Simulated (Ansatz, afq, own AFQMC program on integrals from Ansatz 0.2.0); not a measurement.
**Atomization energy of CHSi, doublet**

```yaml
atoms:
  - { symbol: Si, position_ang: [0.0000, 0.0000, 1.4814] }
  - { symbol: C, position_ang: [0.0000, 0.0000, -0.2010] }
  - { symbol: H, position_ang: [0.0000, 0.0000, -1.2804] }
```

Connectivity, by distances: Si–CH.

Atoms in their ground-state spins without spin–orbit coupling (mostly on UHF) minus the molecule (UHF), without zero-point energy. The geometry is a stationary point, not shown to be a minimum.

Basis 6-31G. Only valence electrons are correlated. Integrals, coupled cluster, full CI and functionals: Ansatz 0.2.0; the random walks run on the same integrals in our own AFQMC program. The CISD trial takes its coefficients from CCSD amplitudes. Released means that phaseless walkers are propagated on without the constraint, phases kept. Error bars are statistical, one sigma. The errors of all members are added in quadrature.

Full CI on the same integrals is exact in this basis and with this determinant's frozen core.

Errors are counted within 6-31G, not against nature.

Cautions: CHSi (doublet): strong correlation (T1 0.082, weight of the determinant 0.78, largest double 0.17), unrestricted determinant spin contaminated (⟨S²⟩ 1.15 against 0.75).

```csv
level,atomization energy (kJ/mol)
CCSD,708.1
HF,518.0
```

**Question.** From these cheaper values, estimate the atomization energy at the reference level in 6-31G.

**Answer.** 722.0 kJ/mol (full CI in 6-31G).

| level | atomization energy (kJ/mol) | error against FCI (kJ/mol) |
| --- | --- | --- |
| MP2 | 669.2 | -52.9 |
| CCSD(T) | 717.8 | -4.3 |
| CCSDT | 720.4 | -1.6 |
| CCSDT(Q) | 721.9 | -0.1 |
| ph-AFQMC/HF | 734.8 ± 3.1 | 12.8 ± 3.1 |
| ph-AFQMC/CISD | 721.4 ± 0.9 | -0.7 ± 0.9 |
| released AFQMC | 721.1 ± 1.0 | -0.9 ± 1.0 |

Correlation beyond CCSD(T) adds 4.3 kJ/mol. The perturbative (T) step is worth +9.7 kJ/mol. Where the cautions show a poor determinant, the low rows tell how each method copes with it, not its usual error.

CCSDT and higher add their correlation energy to the determinant of the CCSD(T) run, since their own runs factorise the integrals more tightly (a shift of under 2 meV). A walk keeps the symmetry of its determinant, which the program's search chose and which needn't be the lowest solution, so a lower state of the same spin and another symmetry isn't excluded. Released energies are given only where the last usable release times agree within the noise; a slower fall can still hide under it.
